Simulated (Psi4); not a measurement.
# CH3F (fluoromethane) at 4 levels

Aim: a comparison of 4 runs (HF/def2-SVP, wB97X/6-31G**, MP2/6-311+G**, FNO-CCSD(T)/def2-SV(P)) of CH3F (fluoromethane). 

Program for the calculation: Psi4 1.11.

1 further run of the same task is left out (set aside as unsound or not needed).

## 1. The structure to begin with

CH3F has 5 atoms, charge 0, and is taken as a singlet. SMILES: `CF`. The shape is that of a PBE0-D4/def2-TZVP optimisation.

Bond lengths: C1–F2 1.376 Å, C1–H3 1.092 Å, C1–H4 1.092 Å, C1–H5 1.092 Å. Angles: F2–C1–H3 109.1°, F2–C1–H4 109.1°, F2–C1–H5 109.1°, H3–C1–H4 109.9°, H3–C1–H5 109.9°, H4–C1–H5 109.9°.

## 2. Energy and gradient at HF/def2-SVP (run 1)

Input file input.json:

```json
{
  "schema_name": "qcschema_input",
  "schema_version": 1,
  "molecule": {
    "schema_name": "qcschema_molecule",
    "schema_version": 2,
    "symbols": ["C", "F", "H", "H", "H"],
    "geometry": [-0.09580911, 0.06217199, 0.01473986, 2.06754935, -1.34265041, -0.31860782, -1.73609139, -1.18466931, -0.10960412, -0.1980433, 1.504222, -1.45886857, -0.03741658, 0.96092573, 1.87215167],
    "molecular_charge": 0,
    "molecular_multiplicity": 1,
    "fix_symmetry": "c1"
  },
  "driver": "gradient",
  "model": {
    "method": "scf",
    "basis": "def2-SVP"
  },
  "keywords": {
    "puream": true,
    "e_convergence": 1e-09,
    "d_convergence": 1e-08,
    "scf_type": "pk",
    "scf_properties": ["QUADRUPOLE", "LOWDIN_CHARGES", "MULLIKEN_CHARGES"]
  }
}
```

Command:

```console
psi4 --qcschema input.json -n 1 --memory 1600MB
```

stdout:

```text
[...]
  Running in c1 symmetry.
[...]
  Nuclear repulsion =   37.451250130287569
[...]
  Multiplicity = 1
[...]
  Nalpha       = 9
  Nbeta        = 9
[...]
    Number of basis functions: 43
[...]
   @RHF iter   1:  -138.90035993696588   -5.45974e-01   5.48007e-03 DIIS/ADIIS
[...]
   @RHF iter  10:  -138.92954854419969   -8.81073e-13   2.91289e-09 DIIS
[...]
  @RHF Final Energy:  -138.92954854419969
   => Energetics <=
    Nuclear Repulsion Energy =             37.4512501302875691
    One-Electron Energy =                -266.4004399431760248
    Two-Electron Energy =                  90.0196412686887584
    Total Energy =                       -138.9295485441996902
[...]
  Mulliken Charges: (a.u.)
   Center  Symbol    Alpha    Beta     Spin     Total
       1     C     2.84277  2.84277  0.00000  0.31446
       2     F     4.69968  4.69968  0.00000 -0.39935
       3     H     0.48585  0.48585  0.00000  0.02829
       4     H     0.48585  0.48585  0.00000  0.02830
       5     H     0.48585  0.48585  0.00000  0.02830
   Total alpha =  9.00000, Total beta =  9.00000, Total charge =  0.00000
  Lowdin Charges: (a.u.)
   Center  Symbol    Alpha    Beta     Spin     Total
       1     C     2.90585  2.90585  0.00000  0.18831
[...]
  -Total Gradient:
     Atom            X                  Y                   Z
    ------   -----------------  -----------------  -----------------
       1       -0.010759875737     0.006906369012     0.001668796214
       2        0.013585398334    -0.008821960297    -0.002089337402
       3       -0.002375115015    -0.001529327188    -0.000139169360
       4       -0.000338902954     0.002099488454    -0.001979722218
       5       -0.000111504628     0.001345430019     0.002539432765
[...]
```

The result, in JSON:

```text
{
 "driver": "gradient",
 "model": {
  "method": "scf",
  "basis": "def2-SVP"
 },
 "success": true,
 "return_result": [-0.010759875736973325, 0.006906369011546974, 0.0016687962143989484, 0.013585398334180654, -0.00882196029678925, -0.0020893374015494987, -0.0023751150147253153, -0.0015293271877597214, -0.00013916936028356836, -0.00033890295435832357, 0.0020994884538098613, -0.0019797222175397255, -0.00011150462829412301, 0.0013454300191646507, 0.0025394327649447823],
 "properties": {
  "calcinfo_nbasis": 43,
  "calcinfo_nmo": 43,
  "calcinfo_nalpha": 9,
  "calcinfo_nbeta": 9,
  "calcinfo_natom": 5,
  "nuclear_repulsion_energy": 37.45125013028757,
  "return_energy": -138.9295485441997,
  "return_gradient": [-0.010759875736973325, 0.006906369011546974, 0.0016687962143989484, 0.013585398334180654, -0.00882196029678925, -0.0020893374015494987, -0.0023751150147253153, -0.0015293271877597214, -0.00013916936028356836, -0.00033890295435832357, 0.0020994884538098613, -0.0019797222175397255, -0.00011150462829412301, 0.0013454300191646507, 0.0025394327649447823],
  "scf_one_electron_energy": -266.400439943176,
  "scf_two_electron_energy": 90.01964126868876,
  "scf_dipole_moment": [-0.7015086762823013, 0.45551625311633304, 0.10809419060735415],
  "scf_total_energy": -138.9295485441997,
  "scf_total_gradient": [-0.010759875736973325, 0.006906369011546974, 0.0016687962143989484, 0.013585398334180654, -0.00882196029678925, -0.0020893374015494987, -0.0023751150147253153, -0.0015293271877597214, -0.00013916936028356836, -0.00033890295435832357, 0.0020994884538098613, -0.0019797222175397255, -0.00011150462829412301, 0.0013454300191646507, 0.0025394327649447823],
  "scf_iterations": 10
 }
}
```

Wall time 1 s (1 thread of AMD EPYC 9B45 (Zen 5), shared host); peak memory 0.2 GiB.

## 3. The energy at wB97X/6-31G(d,p) (spherical functions) (run 2)

Input file run.py:

```python
import numpy as np
from ase.calculators.psi4 import Psi4
from ase import Atoms

atoms = Atoms(['C', 'F', 'H', 'H', 'H'], positions=[
    [-0.050700, 0.032900, 0.007800],
    [1.094100, -0.710500, -0.168600],
    [-0.918700, -0.626900, -0.058000],
    [-0.104800, 0.796000, -0.772000],
    [-0.019800, 0.508500, 0.990700],
])
calc = Psi4(atoms=atoms, method='wb97x', basis='6-31G**', memory='1600MB', num_threads=1, charge=0, multiplicity=1, label='calc', reference='rks')
calc.psi4.set_options({'puream': True, 'e_convergence': 1e-09, 'd_convergence': 1e-08, 'scf_type': 'pk', 'dft_radial_points': 99, 'dft_spherical_points': 590})
atoms.calc = calc

print(f'energy: {atoms.get_potential_energy():.6f} eV')
```

Command:

```console
python run.py
```

calc.dat:

```text
[...]
  Running in c1 symmetry.
[...]
  Nuclear repulsion =   37.451250055602642
[...]
  Multiplicity = 1
[...]
  Nalpha       = 9
  Nbeta        = 9
[...]
    Number of basis functions: 43
[...]
   @RKS iter   1:  -139.66682446300413   -4.77744e-01   6.41322e-03 ADIIS/DIIS
[...]
   @RKS iter  10:  -139.70024195310330   -3.97904e-13   1.38310e-09 DIIS
[...]
    Orbital Energies [Eh]
    ---------------------
    Doubly Occupied:
       1A    -24.718440     2A    -10.332531     3A     -1.297470
       4A     -0.819737     5A     -0.584951     6A     -0.584932
       7A     -0.583128     8A     -0.436412     9A     -0.436401
[...]
  @RKS Final Energy:  -139.70024195310330
   => Energetics <=
    Nuclear Repulsion Energy =             37.4512500556026424
    One-Electron Energy =                -266.7170218799699910
    Two-Electron Energy =                 101.5754367813068200
    DFT Exchange-Correlation Energy =     -12.0099069100427887
    Empirical Dispersion Energy =           0.0000000000000000
    VV10 Nonlocal Energy =                  0.0000000000000000
    Total Energy =                       -139.7002419531033013
[...]
 Multipole Moments:
 ------------------------------------------------------------------------------------
     Multipole            Electronic (a.u.)      Nuclear  (a.u.)        Total (a.u.)
 ------------------------------------------------------------------------------------
 L = 1.  Multiply by 2.5417464519 to convert [e a0] to [Debye]
 Dipole X            :          2.4898020           -3.0609235           -0.5711215
 Dipole Y            :         -1.6169967            1.9878344            0.3708377
 Dipole Z            :         -0.3836236            0.4716312            0.0880076
 Magnitude           :                                                    0.6866191
[...]
```

Standard output:

```text
energy: -3801.437211 eV
```

It took 4.2 s on 1 thread of AMD EPYC 9B45 (Zen 5), shared host; peak memory 0.58 GiB.

Run 3 isn't shown in full; the table further down has it.

## 4. The energy at FNO-CCSD(T)/def2-SV(P) (density fitting, density fitting for correlation) (run 4)

Input file ch3f.sdf:

```

     RDKit          3D

  5  4  0  0  0  0  0  0  0  0999 V2000
   -0.0507    0.0329    0.0078 C   0  0  0  0  0  0  0  0  0  0  0  0
    1.0941   -0.7105   -0.1686 F   0  0  0  0  0  0  0  0  0  0  0  0
   -0.9187   -0.6269   -0.0580 H   0  0  0  0  0  0  0  0  0  0  0  0
   -0.1048    0.7960   -0.7720 H   0  0  0  0  0  0  0  0  0  0  0  0
   -0.0198    0.5085    0.9907 H   0  0  0  0  0  0  0  0  0  0  0  0
  2  1  1  0
  3  1  1  0
  4  1  1  0
  5  1  1  0
M  END
$$$$
```

Input file job.py:

```python
import psi4
from rdkit import Chem

psi4.set_memory(1600000000)
psi4.set_num_threads(1)
psi4.set_output_file('output.dat', False)

rd = Chem.SDMolSupplier('ch3f.sdf', removeHs=False, sanitize=False)[0]
xyz = rd.GetConformer().GetPositions()
atoms = '\n'.join(f'{a.GetSymbol()} {x:.4f} {y:.4f} {z:.4f}' for a, (x, y, z) in zip(rd.GetAtoms(), xyz))
mol = psi4.geometry('0 1\n' + atoms + '\nsymmetry c1')

psi4.set_options({
    'basis': 'def2-SV(P)',
    'reference': 'rhf',
    'scf_type': 'df',
    'freeze_core': True,
    'cc_type': 'df',
    'df_basis_mp2': 'def2-svp-ri',
})

e_tot, wfn = psi4.energy("fno-ccsd(t)", return_wfn=True)
print('E =', round(e_tot, 9))
for k, v in sorted(psi4.core.scalar_variables().items()):
    print(f'{k:45s} {v:18.10f}')
```

Command:

```console
python job.py
```

output.dat:

```text
[...]
  Running in c1 symmetry.
[...]
  Nuclear repulsion =   37.451250055602642
[...]
  Multiplicity = 1
[...]
  Nalpha       = 9
  Nbeta        = 9
[...]
    Number of basis functions: 34
[...]
   @DF-RHF iter   1:  -138.88992946033673   -5.35655e-01   6.99701e-03 DIIS/ADIIS
[...]
   @DF-RHF iter  10:  -138.92020716358763   -5.96856e-13   2.71733e-09 DIIS
[...]
    Orbital Energies [Eh]
    ---------------------
    Doubly Occupied:
       1A    -26.260002     2A    -11.305100     3A     -1.556530
       4A     -0.941502     5A     -0.693455     6A     -0.693440
       7A     -0.673295     8A     -0.528588     9A     -0.528563
[...]
  @DF-RHF Final Energy:  -138.92020716358763
   => Energetics <=
    Nuclear Repulsion Energy =             37.4512500556026424
    One-Electron Energy =                -266.3819677762098763
    Two-Electron Energy =                  90.0105105570196002
    Total Energy =                       -138.9202071635876337
[...]
 Multipole Moments:
 ------------------------------------------------------------------------------------
     Multipole            Electronic (a.u.)      Nuclear  (a.u.)        Total (a.u.)
 ------------------------------------------------------------------------------------
 L = 1.  Multiply by 2.5417464519 to convert [e a0] to [Debye]
 Dipole X            :          2.3572714           -3.0609235           -0.7036521
 Dipole Y            :         -1.5309274            1.9878344            0.4569070
 Dipole Z            :         -0.3632067            0.4716312            0.1084245
 Magnitude           :                                                    0.8459588
[...]
      * MP2 total energy:                  -139.230803516768
[...]
      * CCSD total energy:                 -139.250931814449
[...]
      * CCSD(T) total energy                -139.256297885198
[...]
```

Standard output:

```text
E = -139.256297885
(T) CORRECTION ENERGY                              -0.0053660707
CC D1 DIAGNOSTIC                                    0.0218079455
CC T1 DIAGNOSTIC                                    0.0089671100
CCSD CORRELATION ENERGY                            -0.3307246509
CCSD DOUBLES ENERGY                                -0.3307246509
CCSD ITERATIONS                                    13.0000000000
CCSD OPPOSITE-SPIN CORRELATION ENERGY              -0.2606508723
CCSD SAME-SPIN CORRELATION ENERGY                  -0.0700737785
CCSD SINGLES ENERGY                                 0.0000000000
CCSD TOTAL ENERGY                                -139.2509318144
CCSD(T) CORRELATION ENERGY                         -0.3360907216
CCSD(T) TOTAL ENERGY                             -139.2562978852
CURRENT CORRELATION ENERGY                         -0.3360907216
CURRENT ENERGY                                   -139.2562978852
CURRENT REFERENCE ENERGY                         -138.9202071636
DD SOLVATION ENERGY                                 0.0000000000
HF KINETIC ENERGY                                 138.6707521600
HF POTENTIAL ENERGY                              -277.5909593236
HF TOTAL ENERGY                                  -138.9202071636
HF VIRIAL RATIO                                     2.0017989014
MP2 CORRELATION ENERGY                             -0.3105963532
MP2 DOUBLES ENERGY                                 -0.3105963532
MP2 OPPOSITE-SPIN CORRELATION ENERGY               -0.2330852049
MP2 SAME-SPIN CORRELATION ENERGY                   -0.0775111483
MP2 SINGLES ENERGY                                  0.0000000000
MP2 TOTAL ENERGY                                 -139.2308035168
NAUX (CC)                                         138.0000000000
NAUX (SCF)                                        206.0000000000
NUCLEAR REPULSION ENERGY                           37.4512500556
ONE-ELECTRON ENERGY                              -266.3819677762
PCM POLARIZATION ENERGY                             0.0000000000
PE ENERGY                                           0.0000000000
SCF ITERATION ENERGY                             -138.9202071636
SCF ITERATIONS                                     10.0000000000
SCF TOTAL ENERGY                                 -138.9202071636
TWO-ELECTRON ENERGY                                90.0105105570
```

Run time: 1.4 s. Hardware: 1 thread of AMD EPYC 9B45 (Zen 5), shared host; peak memory 0.23 GiB.

## 5. All runs side by side

| run | level | task | integration grid | energy (Eh) | HOMO energy (eV) | LUMO energy (eV) | HOMO–LUMO gap (eV) | wall time |
| --- | --- | --- | --- | --- | --- | --- | --- | --- |
| 1 | HF/def2-SVP | gradient | – | -138.929549 | -14.34 | 5.07 | 19.41 | 1 s |
| 2 | wB97X/6-31G** (spherical functions) | energy | 99 radial × 590 angular | -139.700242 | -11.88 | 5.57 | 17.45 | 4.2 s |
| 3 | MP2/6-311+G** (density fitting, density fitting for correlation) | gradient | – | -139.447094 | – | – | – | 1.3 s |
| 4 | FNO-CCSD(T)/def2-SV(P) (density fitting, density fitting for correlation) | energy | – | -139.256298 | -14.38 | 5.08 | 19.46 | 1.4 s |

## 6. What came out

| quantity | value |
| --- | --- |
| run 4: total energy | -139.25630 Eh |
| run 4: HOMO energy (Hartree–Fock orbitals) | -14.38 eV |
| run 4: LUMO energy (Hartree–Fock orbitals) | 5.08 eV |
| run 4: HOMO–LUMO gap (Hartree–Fock orbitals) | 19.46 eV |
| run 4: correlation energy (2 core orbitals frozen) | -336.1 mEh |
| run 4: (T) correction | -5.37 mEh |
| run 4: T1 diagnostic | 0.009 |

All runs together took 7.9 s, the longest 4.2 s.
